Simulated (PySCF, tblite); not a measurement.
# C2H5NO: changes of charge, electronic excitations, EPR parameters

Wanted: changes of charge, electronic excitations, EPR parameters for C2H5NO (`CNC=O`).

Programs: tblite 0.8.0 and PySCF 2.14.0, with routines of our own; each step states its level. All values are computed. Atoms count from 0.

## 1. The starting structure

9 atoms, charge 0, multiplicity 1; geometry from: start built from the parent or by distance geometry.

## 2. Geometry optimisation with GFN2-xTB

Job settings and geometry (Å):

```
{"job": {"kind": "relax", "xc": "GFN2-xTB", "basis": "xTB"}, "charge": 0, "multiplicity": 1}
C     -1.084700     0.039300     0.049400
N      0.192700    -0.525200    -0.291000
C      1.362800     0.260300     0.050600
O      1.204400     1.417300     0.551300
H     -1.033400     1.064700     0.479200
H     -1.505900    -0.612900     0.859600
H     -1.708800    -0.000100    -0.861900
H      0.286300    -1.469900    -0.697900
H      2.313700    -0.161600    -0.189700
```

Launch:

```bash
$ OMP_NUM_THREADS=1 python redox_run.py task.json out
```

The driver reads the jobs from task.json and runs them one after another.

Log:

```text
step      E/eV     max force
  0    -375.27910    4.850
  1    -375.61118    4.243
  2    -375.71601    1.627
  3    -375.76464    0.692
  4    -375.79139    0.360
  5    -375.80223    0.473
  6    -375.81443    0.364
  7    -375.82273    0.201
  8    -375.82654    0.167
  9    -375.82834    0.136
 10    -375.82971    0.122
 11    -375.83083    0.110
 12    -375.83163    0.098
 13    -375.83224    0.077
 14    -375.83284    0.083
 15    -375.83342    0.068
 16    -375.83383    0.054
 17    -375.83411    0.048
 18    -375.83437    0.045
 19    -375.83461    0.046
 20    -375.83475    0.031
 21    -375.83481    0.016
 22    -375.83483    0.014
 23    -375.83485    0.011
 24    -375.83486    0.009
```

Wall time 0.08 s (1 thread of Arm Neoverse V1, shared host).

The steps of the relaxation:

| step | energy from step 0 (eV) | largest force (eV/Å) |
| --- | --- | --- |
| 0 | 0.0000 | 4.8496 |
| 1 | -0.3321 | 4.2430 |
| 2 | -0.4369 | 1.6271 |
| 3 | -0.4855 | 0.6917 |
| 4 | -0.5123 | 0.3599 |
| 5 | -0.5231 | 0.4730 |
| 6 | -0.5353 | 0.3641 |
| 7 | -0.5436 | 0.2010 |
| 8 | -0.5474 | 0.1672 |
| 9 | -0.5492 | 0.1357 |
| 10 | -0.5506 | 0.1222 |
| 11 | -0.5517 | 0.1096 |
| 12 | -0.5525 | 0.0975 |
| 13 | -0.5531 | 0.0772 |
| 14 | -0.5537 | 0.0828 |
| 15 | -0.5543 | 0.0684 |
| 16 | -0.5547 | 0.0536 |
| 17 | -0.5550 | 0.0485 |
| 18 | -0.5553 | 0.0454 |
| 19 | -0.5555 | 0.0463 |
| 20 | -0.5556 | 0.0313 |
| 21 | -0.5557 | 0.0160 |
| 22 | -0.5557 | 0.0137 |
| 23 | -0.5557 | 0.0110 |
| 24 | -0.5558 | 0.0092 |

Close pairs (by a distance rule), those that changed most:

| bond | before (Å) | after (Å) | change (Å) |
| --- | --- | --- | --- |
| N1–C2 | 1.450 | 1.345 | -0.105 |
| C2–O3 | 1.271 | 1.205 | -0.066 |
| C2–H8 | 1.068 | 1.107 | +0.039 |
| C0–H5 | 1.122 | 1.092 | -0.030 |
| N1–H7 | 1.033 | 1.007 | -0.026 |
| C0–H4 | 1.113 | 1.088 | -0.025 |
| C0–H6 | 1.105 | 1.091 | -0.014 |
| C0–N1 | 1.437 | 1.444 | +0.006 |

The next job starts from the end point, and lists it.

## 3. Vibrational analysis with GFN2-xTB

Job settings and geometry (Å):

```
{"job": {"kind": "ir", "xc": "GFN2-xTB", "basis": "xTB"}, "charge": 0, "multiplicity": 1}
C     -1.106401    -0.002304     0.058774
N      0.234474    -0.450019    -0.234541
C      1.319160     0.293576     0.047718
O      1.304827     1.389408     0.547906
H     -1.032241     1.016684     0.434115
H     -1.569458    -0.633839     0.819503
H     -1.722444    -0.015487    -0.841383
H      0.343753    -1.364031    -0.642529
H      2.255453    -0.222000    -0.239921
```

Log:

```text
mode    cm-1     km/mol
  1     123.0      0.11
  2     273.7     11.49
  3     290.8     64.63
  4     509.6     55.40
  5     720.5      6.90
  6     923.3      9.14
  7     994.5     30.31
  8    1108.2     27.61
  9    1114.1      3.67
 10    1206.7     23.26
 11    1379.4      4.20
 12    1393.3      3.21
 13    1421.6     98.00
 14    1461.7     13.26
 15    1481.5     14.14
 16    1775.0    575.00
 17    2763.9    162.71
 18    2974.0     32.96
 19    2993.1     36.04
 20    3039.9      2.47
 21    3465.8      5.56
ZPE 187.896  H(298)-E 203.287  G(298)-E 116.829 kJ/mol  S 289.98 J/(mol K)
```

Run time: 0.16 s. Hardware: 1 thread of Arm Neoverse V1, shared host.

Which atoms move in the most intense modes:

```csv
cm⁻¹,km/mol,atoms
291,64.6,"N1 35 %, C2 21 %, H8 20 %"
510,55.4,H7 83 %
994,30.3,"C0 36 %, C2 20 %, N1 16 %"
1422,98.0,"N1 36 %, H7 22 %, C2 15 %"
1775,575.0,"C2 63 %, O3 33 %"
2764,162.7,H8 94 %
2974,33.0,"H5 74 %, H6 18 %"
2993,36.0,"H6 75 %, H5 20 %"
```

## 4. Relaxing the molecule at PBE0-D3(BJ)/def2-SVP

The job, as its differences from that of step 3:

```diff
@@ -1,2 +1,2 @@
-{"job": {"kind": "ir", "xc": "GFN2-xTB", "basis": "xTB"}, "charge": 0, "multiplicity": 1}
+{"job": {"xc": "PBE0", "basis": "def2-SVP", "d3": "d3bj", "grid": 1, "kind": "geom"}, "charge": 0, "multiplicity": 1}
 C     -1.106401    -0.002304     0.058774
```

Log:

```text
step   0  E = -208.81579406  max force = 0.013649
step   1  E = -208.81641014  max force = 0.002985
step   2  E = -208.81642840  max force = 0.000220
step   3  E = -208.81643060  max force = 0.000720
step   4  E = -208.81643135  max force = 0.000465
step   5  E = -208.81643154  max force = 0.000050
optimisation converged
```

Run time: 11 s. Hardware: 1 thread of Arm Neoverse V1, shared host.

The steps of the relaxation:

| step | energy from step 0 (eV) | largest force component (eV/Å) |
| --- | --- | --- |
| 0 | 0.0000 | 0.7019 |
| 1 | -0.0168 | 0.1535 |
| 2 | -0.0173 | 0.0113 |
| 3 | -0.0173 | 0.0370 |
| 4 | -0.0173 | 0.0239 |
| 5 | -0.0173 | 0.0026 |

Close pairs (by a distance rule), those that changed most:

| bond | before (Å) | after (Å) | change (Å) |
| --- | --- | --- | --- |
| C0–H6 | 1.091 | 1.102 | +0.011 |
| N1–C2 | 1.345 | 1.356 | +0.011 |
| C2–H8 | 1.107 | 1.117 | +0.011 |
| C0–H5 | 1.092 | 1.102 | +0.010 |
| C0–H4 | 1.088 | 1.098 | +0.009 |
| C0–N1 | 1.444 | 1.439 | -0.005 |
| N1–H7 | 1.007 | 1.011 | +0.004 |
| C2–O3 | 1.205 | 1.209 | +0.004 |

The final coordinates are the input of the step that follows.

```csv
at the end point,value
point group (found at 0.08 Å tolerance),Cs
"rotational constants (GHz, main isotopes)","20.040, 6.178, 4.869"
dipole moment (D),3.82
```

## 5. Harmonic vibrations (C2H5NO): PBE0-D3(BJ)/def2-SVP

Job settings and geometry (Å):

```
{"job": {"xc": "PBE0", "basis": "def2-SVP", "d3": "d3bj", "grid": 2, "kind": "hessian"}, "charge": 0, "multiplicity": 1}
C     -1.103890     0.004222     0.115529
N      0.215183    -0.468523    -0.211755
C      1.327308     0.287440    -0.037670
O      1.347821     1.415874     0.395640
H     -0.996943     1.023069     0.510098
H     -1.583388    -0.623571     0.883890
H     -1.758545     0.036414    -0.770485
H      0.331996    -1.401563    -0.583958
H      2.252361    -0.258114    -0.346313
```

Log:

```text
coarse grid: 7424 points
cycle   1  E = -208.6527034002  dE =  5.364e-01  |g| = 7.905e-01  |ddm| = 2.965e+00
cycle   2  E = -208.0665763186  dE =  5.861e-01  |g| = 1.844e+00  |ddm| = 2.968e+00
cycle   3  E = -208.7815402788  dE = -7.150e-01  |g| = 1.226e-01  |ddm| = 2.352e+00
cycle   4  E = -208.7833354286  dE = -1.795e-03  |g| = 9.218e-02  |ddm| = 1.710e-01
cycle   5  E = -208.7851327743  dE = -1.797e-03  |g| = 1.292e-02  |ddm| = 6.897e-02
cycle   6  E = -208.7851683114  dE = -3.554e-05  |g| = 4.543e-03  |ddm| = 1.327e-02
cycle   7  E = -208.7851728704  dE = -4.559e-06  |g| = 9.614e-04  |ddm| = 4.782e-03
final grid: 71480 points
cycle   8  E = -208.8164046397  dE =  2.130e-06  |g| = 1.149e-02  |ddm| = 1.675e-02
cycle   9  E = -208.8163233024  dE =  8.134e-05  |g| = 2.316e-02  |ddm| = 2.749e-02
cycle  10  E = -208.8164313164  dE = -1.080e-04  |g| = 1.517e-03  |ddm| = 1.959e-02
cycle  11  E = -208.8164318584  dE = -5.419e-07  |g| = 9.736e-05  |ddm| = 1.368e-03
cycle  12  E = -208.8164318603  dE = -1.996e-09  |g| = 5.836e-05  |ddm| = 1.548e-04
cycle  13  E = -208.8164318611  dE = -7.625e-10  |g| = 1.369e-05  |ddm| = 5.333e-05
cycle  14  E = -208.8164318611  dE = -3.286e-11  |g| = 5.763e-06  |ddm| = 1.605e-05
converged SCF energy = -208.8164318611

mode    cm-1
  1     110.3
  2     303.0
  3     306.0
  4     558.0
  5     782.0
  6     999.5
  7    1032.9
  8    1145.1
  9    1154.9
 10    1243.8
 11    1414.4
 12    1426.9
 13    1472.3
 14    1474.4
 15    1568.6
 16    1870.0
 17    2964.0
 18    3048.3
 19    3127.9
 20    3188.7
 21    3675.6
ZPE 196.585  H(298)-E 211.664  G(298)-E 125.649 kJ/mol  S 288.49 J/(mol K)
```

Wall time 70 s (1 thread of Arm Neoverse V1, shared host); peak memory 1.2 GiB.

Zero-point energy 196.59 kJ/mol (xTB gave 187.90).

## 6. Single point (C₂H₅NO): wB97X-D3(BJ)/ma-def2-TZVP

Geometry: PBE0-D3(BJ)/def2-SVP.

The job, as its differences from that of step 5:

```diff
@@ -1,2 +1,2 @@
-{"job": {"xc": "PBE0", "basis": "def2-SVP", "d3": "d3bj", "grid": 2, "kind": "hessian"}, "charge": 0, "multiplicity": 1}
+{"job": {"kind": "sp", "xc": "wB97X", "basis": "ma-def2-TZVP", "d3": "d3bj", "grid": 2}, "charge": 0, "multiplicity": 1}
 C     -1.103890     0.004222     0.115529
```

Log:

```text
coarse grid: 7424 points
cycle   1  E = -209.2188058650  dE =  6.584e-01  |g| = 8.408e-01  |ddm| = 2.039e+00
cycle   2  E = -209.0712166545  dE =  1.476e-01  |g| = 1.286e+00  |ddm| = 1.656e+00
cycle   3  E = -209.3639630947  dE = -2.927e-01  |g| = 5.868e-02  |ddm| = 1.027e+00
cycle   4  E = -209.3645451806  dE = -5.821e-04  |g| = 4.176e-02  |ddm| = 6.536e-02
cycle   5  E = -209.3648899550  dE = -3.448e-04  |g| = 6.943e-03  |ddm| = 2.958e-02
cycle   6  E = -209.3649152520  dE = -2.530e-05  |g| = 2.453e-03  |ddm| = 1.482e-02
cycle   7  E = -209.3649192900  dE = -4.038e-06  |g| = 8.898e-04  |ddm| = 7.825e-03
final grid: 71480 points
cycle   8  E = -209.3571145154  dE = -2.989e-05  |g| = 4.450e-03  |ddm| = 2.757e-02
cycle   9  E = -209.3571125816  dE =  1.934e-06  |g| = 5.759e-03  |ddm| = 4.976e-03
cycle  10  E = -209.3571180295  dE = -5.448e-06  |g| = 3.306e-04  |ddm| = 3.276e-03
cycle  11  E = -209.3571180686  dE = -3.912e-08  |g| = 1.820e-04  |ddm| = 4.723e-04
cycle  12  E = -209.3571180780  dE = -9.391e-09  |g| = 4.474e-05  |ddm| = 1.949e-04
converged SCF energy = -209.3571180780
```

Wall time 5.2 s (1 thread of Arm Neoverse V1, shared host); peak memory 0.61 GiB.

## 7. Single point (C₂H₅NO+ (doublet)): wB97X-D3(BJ)/ma-def2-TZVP

Geometry: PBE0-D3(BJ)/def2-SVP, that of another charge or spin state.

The job, as its differences from that of step 6:

```diff
@@ -1,2 +1,2 @@
-{"job": {"kind": "sp", "xc": "wB97X", "basis": "ma-def2-TZVP", "d3": "d3bj", "grid": 2}, "charge": 0, "multiplicity": 1}
+{"job": {"kind": "sp", "xc": "wB97X", "basis": "ma-def2-TZVP", "d3": "d3bj", "grid": 2}, "charge": 1, "multiplicity": 2}
 C     -1.103890     0.004222     0.115529
```

Log:

```text
final grid: 71480 points
cycle   1  E = -208.9890266550  dE = -2.193e-09  |g| = 2.317e-05  |ddm| = 4.884e-05
converged SCF energy = -208.9890266550
```

Run time: 35 s. Hardware: 1 thread of Arm Neoverse V1, shared host; peak memory 0.63 GiB.

## 8. Relaxing the molecule with GFN2-xTB

This step treats C2H5NO+ (doublet), labelled `C[NH+]C=O` (the label fixes atoms and charge, not where charge and spin sit).

Job settings and geometry (Å):

```
{"job": {"kind": "relax", "xc": "GFN2-xTB", "basis": "xTB"}, "charge": 1, "multiplicity": 2}
C     -1.087600    -0.001900     0.110200
N      0.204500    -0.459900    -0.234800
C      1.344800     0.279800    -0.034500
O      1.345300     1.430500     0.375000
H     -1.000200     1.019200     0.521400
H     -1.594400    -0.625300     0.875100
H     -1.758100     0.042200    -0.781500
H      0.343400    -1.392500    -0.578900
H      2.261400    -0.265000    -0.347500
```

Log:

```text
step      E/eV     max force
  0    -361.17176    1.966
  1    -361.19500    1.997
  2    -361.22591    0.396
  3    -361.23527    0.294
  4    -361.24949    0.270
  5    -361.25212    0.225
  6    -361.25776    0.266
  7    -361.26155    0.308
  8    -361.26520    0.191
  9    -361.26821    0.174
 10    -361.27141    0.234
 11    -361.27548    0.296
 12    -361.28056    0.261
 13    -361.28652    0.253
 14    -361.29245    0.230
 15    -361.29714    0.241
 16    -361.30072    0.173
 17    -361.30378    0.193
 18    -361.30624    0.158
 19    -361.30780    0.124
 20    -361.30851    0.069
 21    -361.30888    0.060
 22    -361.30924    0.080
 23    -361.30967    0.082
 24    -361.31020    0.097
 25    -361.31081    0.100
 26    -361.31150    0.110
 27    -361.31231    0.154
 28    -361.31335    0.155
 29    -361.31476    0.126
 30    -361.31643    0.162
 31    -361.31821    0.168
 32    -361.32013    0.168
 33    -361.32204    0.113
 34    -361.32360    0.149
 35    -361.32492    0.125
 36    -361.32606    0.119
 37    -361.32698    0.103
 38    -361.32769    0.122
 39    -361.32832    0.054
 40    -361.32869    0.046
 41    -361.32883    0.044
 42    -361.32895    0.021
 43    -361.32899    0.021
 44    -361.32903    0.019
 45    -361.32904    0.012
 46    -361.32905    0.003
```

Wall time 0.16 s (1 thread of Arm Neoverse V1, shared host).

Along the way: (not every step is listed)

| step | energy from step 0 (eV) | largest force (eV/Å) |
| --- | --- | --- |
| 0 | 0.0000 | 1.9659 |
| 1 | -0.0232 | 1.9966 |
| 2 | -0.0541 | 0.3956 |
| 3 | -0.0635 | 0.2936 |
| 4 | -0.0777 | 0.2704 |
| 5 | -0.0804 | 0.2253 |
| 6 | -0.0860 | 0.2659 |
| 7 | -0.0898 | 0.3083 |
| 8 | -0.0934 | 0.1911 |
| 11 | -0.1037 | 0.2963 |
| 14 | -0.1207 | 0.2296 |
| 17 | -0.1320 | 0.1933 |
| 20 | -0.1368 | 0.0691 |
| 23 | -0.1379 | 0.0817 |
| 26 | -0.1397 | 0.1098 |
| 29 | -0.1430 | 0.1255 |
| 32 | -0.1484 | 0.1683 |
| 35 | -0.1532 | 0.1253 |
| 38 | -0.1559 | 0.1220 |
| 41 | -0.1571 | 0.0444 |
| 42 | -0.1572 | 0.0214 |
| 43 | -0.1572 | 0.0211 |
| 44 | -0.1573 | 0.0186 |
| 45 | -0.1573 | 0.0122 |
| 46 | -0.1573 | 0.0033 |

Distances of close pairs at the start and the end, largest changes first:

| bond | before (Å) | after (Å) | change (Å) |
| --- | --- | --- | --- |
| C2–O3 | 1.221 | 1.191 | -0.030 |
| C0–H6 | 1.117 | 1.097 | -0.020 |
| N1–H7 | 1.004 | 1.018 | +0.015 |
| N1–C2 | 1.374 | 1.364 | -0.010 |
| C0–N1 | 1.414 | 1.407 | -0.006 |
| C2–H8 | 1.111 | 1.116 | +0.005 |
| C0–H4 | 1.104 | 1.099 | -0.005 |
| C0–H5 | 1.109 | 1.106 | -0.003 |

The final coordinates are the input of the step that follows.

## 9. Vibrational analysis with GFN2-xTB

Job settings and geometry (Å):

```
{"job": {"kind": "ir", "xc": "GFN2-xTB", "basis": "xTB"}, "charge": 1, "multiplicity": 2}
C     -1.067903     0.023344     0.088325
N      0.189062    -0.370172    -0.407207
C      1.317123     0.267436     0.018833
O      1.366443     1.345154     0.523504
H     -1.045468     1.103978     0.289008
H     -1.349831    -0.452370     1.046359
H     -1.852394    -0.287134    -0.612179
H      0.265596    -1.257812    -0.900166
H      2.236397    -0.345189    -0.141860
```

Log:

```text
mode    cm-1     km/mol
  1     168.7     13.91
  2     240.0      2.69
  3     342.4     29.46
  4     598.2    109.22
  5     674.9     30.05
  6     875.7      4.46
  7     946.3    100.30
  8     980.7      8.07
  9    1077.1    112.97
 10    1089.9    211.81
 11    1224.4      7.35
 12    1259.5     32.02
 13    1301.9    155.57
 14    1335.2     74.11
 15    1374.7     42.78
 16    1719.5    118.85
 17    2663.3    192.96
 18    2806.2     82.44
 19    2919.4    118.45
 20    2953.1     56.01
 21    3319.2    109.09
ZPE 178.663  H(298)-E 193.890  G(298)-E 106.353 kJ/mol  S 293.60 J/(mol K)
```

Run time: 0.18 s. Hardware: 1 thread of Arm Neoverse V1, shared host.

The strongest bands and the atoms that carry them (share of the mass-weighted mode):

```csv
cm⁻¹,km/mol,atoms
598,109.2,"H7 77 %, N1 16 %"
1077,113.0,"C0 28 %, N1 26 %, H8 23 %, H4 16 %"
1090,211.8,"N1 25 %, H7 19 %, C0 18 %, H6 13 %"
1302,155.6,"H4 48 %, H6 22 %, H5 17 %"
1720,118.8,"C2 55 %, O3 42 %"
2663,193.0,H8 94 %
2919,118.5,"H4 72 %, H6 19 %"
3319,109.1,H7 93 %
```

## 10. Relaxing the molecule at PBE0-D3(BJ)/def2-SVP

This step treats C₂H₅NO+ (doublet), labelled `C[NH+]C=O` (the label fixes atoms and charge, not where charge and spin sit).

The job, as its differences from that of step 9:

```diff
@@ -1,2 +1,2 @@
-{"job": {"kind": "ir", "xc": "GFN2-xTB", "basis": "xTB"}, "charge": 1, "multiplicity": 2}
+{"job": {"xc": "PBE0", "basis": "def2-SVP", "d3": "d3bj", "grid": 1, "kind": "geom"}, "charge": 1, "multiplicity": 2}
 C     -1.067903     0.023344     0.088325
```

Log:

```text
step   0  E = -208.45815921  max force = 0.030853
step   1  E = -208.46278167  max force = 0.019800
step   2  E = -208.46357240  max force = 0.005957
step   3  E = -208.46373742  max force = 0.003148
step   4  E = -208.46382403  max force = 0.001255
step   5  E = -208.46386263  max force = 0.001524
step   6  E = -208.46388800  max force = 0.001811
step   7  E = -208.46389901  max force = 0.000521
step   8  E = -208.46390247  max force = 0.000251
optimisation converged
```

It took 32 s on 1 thread of Arm Neoverse V1, shared host.

Step by step:

| step | energy from step 0 (eV) | largest force component (eV/Å) |
| --- | --- | --- |
| 0 | 0.0000 | 1.5865 |
| 1 | -0.1258 | 1.0182 |
| 2 | -0.1473 | 0.3063 |
| 3 | -0.1518 | 0.1619 |
| 4 | -0.1541 | 0.0645 |
| 5 | -0.1552 | 0.0784 |
| 6 | -0.1559 | 0.0931 |
| 7 | -0.1562 | 0.0268 |
| 8 | -0.1563 | 0.0129 |

Distances of close pairs at the start and the end, largest changes first:

```
 bond  before (Å)  after (Å)  change (Å)
N1–C2       1.364      1.419      +0.055
C0–H6       1.097      1.109      +0.012
N1–H7       1.018      1.030      +0.011
C2–H8       1.116      1.107      -0.009
C0–H5       1.106      1.115      +0.009
C2–O3       1.191      1.199      +0.008
C0–N1       1.407      1.413      +0.005
C0–H4       1.099      1.097      -0.002
```

The end geometry stands in the next job.

```csv
at the end point,value
point group (found at 0.08 Å tolerance),C1
"rotational constants (GHz, main isotopes)","19.856, 6.230, 4.885"
⟨S²⟩,0.776
```

## 11. Harmonic vibrations (C2H5NO+ (doublet), C[NH+]C=O): PBE0-D3(BJ)/def2-SVP

Job settings and geometry (Å):

```
{"job": {"xc": "PBE0", "basis": "def2-SVP", "d3": "d3bj", "grid": 2, "kind": "hessian"}, "charge": 1, "multiplicity": 2}
C     -1.083475     0.073600     0.165406
N      0.167490    -0.461525    -0.214549
C      1.388213     0.257527    -0.128492
O      1.372779     1.385612     0.277595
H     -0.993734     1.143946     0.387636
H     -1.454654    -0.478600     1.059990
H     -1.829137    -0.146622    -0.625095
H      0.213541    -1.441989    -0.525653
H      2.279398    -0.316643    -0.447667
```

Log:

```text
coarse grid: 7424 points
cycle   1  E = -208.2438758759  dE =  8.976e-01  |g| = 6.229e-01  |ddm| = 2.085e+00
cycle   2  E = -206.8374903044  dE =  1.406e+00  |g| = 1.817e+00  |ddm| = 1.896e+00
cycle   3  E = -208.4226518048  dE = -1.585e+00  |g| = 1.096e-01  |ddm| = 1.621e+00
cycle   4  E = -208.4279737756  dE = -5.322e-03  |g| = 8.797e-02  |ddm| = 2.016e-01
cycle   5  E = -208.4321246207  dE = -4.151e-03  |g| = 1.522e-02  |ddm| = 8.347e-02
cycle   6  E = -208.4324620703  dE = -3.374e-04  |g| = 9.874e-03  |ddm| = 2.636e-02
cycle   7  E = -208.4326289804  dE = -1.669e-04  |g| = 4.695e-03  |ddm| = 2.136e-02
cycle   8  E = -208.4326718447  dE = -4.286e-05  |g| = 2.774e-03  |ddm| = 1.099e-02
cycle   9  E = -208.4326847535  dE = -1.291e-05  |g| = 1.521e-03  |ddm| = 6.769e-03
cycle  10  E = -208.4326881991  dE = -3.446e-06  |g| = 7.558e-04  |ddm| = 3.945e-03
final grid: 71480 points
cycle  11  E = -208.4638864973  dE = -9.783e-07  |g| = 7.571e-03  |ddm| = 1.080e-02
cycle  12  E = -208.4638076838  dE =  7.881e-05  |g| = 1.595e-02  |ddm| = 1.645e-02
cycle  13  E = -208.4639106048  dE = -1.029e-04  |g| = 9.207e-04  |ddm| = 1.154e-02
cycle  14  E = -208.4639111139  dE = -5.091e-07  |g| = 2.258e-04  |ddm| = 9.005e-04
cycle  15  E = -208.4639112758  dE = -1.620e-07  |g| = 1.836e-04  |ddm| = 8.151e-04
cycle  16  E = -208.4639113931  dE = -1.173e-07  |g| = 1.152e-04  |ddm| = 7.923e-04
cycle  17  E = -208.4639114925  dE = -9.946e-08  |g| = 6.631e-05  |ddm| = 1.039e-03
cycle  18  E = -208.4639115249  dE = -3.240e-08  |g| = 5.308e-05  |ddm| = 4.820e-04
cycle  19  E = -208.4639115609  dE = -3.595e-08  |g| = 3.307e-05  |ddm| = 7.195e-04
cycle  20  E = -208.4639115842  dE = -2.329e-08  |g| = 1.429e-05  |ddm| = 9.268e-04
cycle  21  E = -208.4639115860  dE = -1.823e-09  |g| = 9.193e-06  |ddm| = 2.870e-04
cycle  22  E = -208.4639115861  dE = -9.288e-11  |g| = 2.288e-06  |ddm| = 2.817e-05
converged SCF energy = -208.4639115861

mode    cm-1
  1      70.4
  2     264.2
  3     313.7
  4     603.6
  5     710.2
  6     801.9
  7     942.6
  8    1021.1
  9    1032.9
 10    1174.5
 11    1292.4
 12    1346.1
 13    1388.0
 14    1396.0
 15    1470.1
 16    1710.5
 17    2952.9
 18    3039.5
 19    3121.1
 20    3215.3
 21    3485.1
ZPE 187.528  H(298)-E 203.173  G(298)-E 114.482 kJ/mol  S 297.47 J/(mol K)
```

Run time: 2.3 min. Hardware: 1 thread of Arm Neoverse V1, shared host; peak memory 1.4 GiB.

Zero-point energy 187.53 kJ/mol (xTB gave 178.66).

## 12. Single point (C₂H₅NO): wB97X-D3(BJ)/ma-def2-TZVP

Geometry: PBE0-D3(BJ)/def2-SVP, that of another charge or spin state.

The job, as its differences from that of step 11:

```diff
@@ -1,2 +1,2 @@
-{"job": {"xc": "PBE0", "basis": "def2-SVP", "d3": "d3bj", "grid": 2, "kind": "hessian"}, "charge": 1, "multiplicity": 2}
+{"job": {"kind": "sp", "xc": "wB97X", "basis": "ma-def2-TZVP", "d3": "d3bj", "grid": 2}, "charge": 0, "multiplicity": 1}
 C     -1.083475     0.073600     0.165406
```

Log:

```text
coarse grid: 7424 points
cycle   1  E = -209.2135363866  dE =  6.032e-01  |g| = 8.357e-01  |ddm| = 2.038e+00
cycle   2  E = -209.0761985632  dE =  1.373e-01  |g| = 1.263e+00  |ddm| = 1.519e+00
cycle   3  E = -209.3559491458  dE = -2.798e-01  |g| = 6.303e-02  |ddm| = 9.284e-01
cycle   4  E = -209.3565716020  dE = -6.225e-04  |g| = 4.631e-02  |ddm| = 6.475e-02
cycle   5  E = -209.3570016252  dE = -4.300e-04  |g| = 6.948e-03  |ddm| = 3.127e-02
cycle   6  E = -209.3570304565  dE = -2.883e-05  |g| = 2.681e-03  |ddm| = 1.527e-02
cycle   7  E = -209.3570353974  dE = -4.941e-06  |g| = 9.963e-04  |ddm| = 8.011e-03
final grid: 71480 points
cycle   8  E = -209.3494267288  dE = -3.067e-05  |g| = 4.496e-03  |ddm| = 2.757e-02
cycle   9  E = -209.3494247581  dE =  1.971e-06  |g| = 5.823e-03  |ddm| = 4.821e-03
cycle  10  E = -209.3494302827  dE = -5.525e-06  |g| = 3.161e-04  |ddm| = 3.179e-03
cycle  11  E = -209.3494303217  dE = -3.906e-08  |g| = 1.946e-04  |ddm| = 4.634e-04
cycle  12  E = -209.3494303318  dE = -1.003e-08  |g| = 5.062e-05  |ddm| = 1.905e-04
cycle  13  E = -209.3494303335  dE = -1.689e-09  |g| = 2.907e-05  |ddm| = 1.329e-04
converged SCF energy = -209.3494303335
```

Wall time 5.5 s (1 thread of Arm Neoverse V1, shared host); peak memory 0.59 GiB.

[end of part 1 of 2]
